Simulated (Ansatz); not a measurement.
**SiH2 (triplet): from Hartree-Fock to the top rungs, cc-pVTZ**

One table from this session's results is given with a row withheld; the runs are named, their logs left out.

Program: Ansatz 0.2.0, Gaussian basis. Level of theory: cc-pVTZ, core rule «outside noble gas», up to 5 orbitals frozen. These are calculated values, not measurements.

Plan: UHF; CCSD(T) on ROHF; CCSD(T) on UHF; BCCD(T) on ROHF; CISD; CCSDT(Q) on ROHF; CCSDT(Q) on UHF; CASSCF and MRCISD+Q, 6 electrons in 6 orbitals; CASSCF and NEVPT2, 6 electrons in 6 orbitals.

8 further runs of the same task are left out: 2 that didn't finish, 6 set aside as unsound or not needed.

### The geometry

The geometry is a PBE0/def2-TZVP stationary point (not a proven minimum).

3 atoms, charge 0, spin multiplicity 3.

Atoms are counted from 1 here; the program's logs count them from 0.

Bond lengths: Si1–H2 1.486 Å, Si1–H3 1.486 Å. Angles: H2–Si1–H3 118.7°.

The first run:

in.yaml

```yaml
crystal:
  periodic: [false, false, false]
  atoms:
    - {symbol: Si, position_ang: [0.000000, -0.050740, 0.000000]}
    - {symbol: H, position_ang: [0.000000, 0.706913, -1.278374]}
    - {symbol: H, position_ang: [0.000000, 0.706912, 1.278374]}
basis:
  gaussian: {orbitals: cc-pVTZ}
magnetization: {spin_polarized: true, initial_magnetization: 2}
hamiltonian: {xc: hf}
output: {orbitals: {seedname: orbitals}}
```

Run with:

```
$ ansatz run in.yaml --threads 1 --pin off --events-out ev --progress --plain --max-ram 3328MiB --backend cpu
```

Steps of the session up to this table: UHF; CCSD(T) on ROHF; CCSD(T) on UHF; BCCD(T) on ROHF; CISD; CCSDT(Q) on ROHF; CCSDT(Q) on UHF; CASSCF and MRCISD+Q, 6 electrons in 6 orbitals; CASSCF and NEVPT2, 6 electrons in 6 orbitals.

One of the session's tables, all rows but one given; the rest of the session is left out.

| method | from UCCSDT(Q) (kcal/mol) |
| --- | --- |
| ROHF | +74.08 |
| UHF | +72.81 |
| RMP2 | +16.47 |
| UMP2 | +16.38 |
| CISD | +4.35 |
| RCCSD | +2.58 |
| UCCSD | +2.52 |
| RCCSD(T) | +0.58 |
| UCCSD(T) | +0.54 |
| BCCD(T) | +0.57 |
| RCCSDT | +0.08 |
| UCCSDT | +0.05 |
| RCCSDT(Q) | +0.04 |
| UCCSDT(Q) | 0 |
| CASSCF valence | +55.04 |
| NEVPT2 valence | +16.79 |
| MRCISD valence | +3.19 |
| MRCISD+Q valence | ? |

**Question.** Estimate the row for MRCISD+Q valence.

The run gave: from UCCSDT(Q) (kcal/mol): +0.59. In the column «from UCCSDT(Q) (kcal/mol)» it lies between RCCSD(T) (+0.58) and UCCSD (+2.52).

Caveats from the session: Restricted and unrestricted rows rest on different reference determinants; where their highest levels disagree by more than a few hundredths of an eV, they describe different states and don't form one ladder.
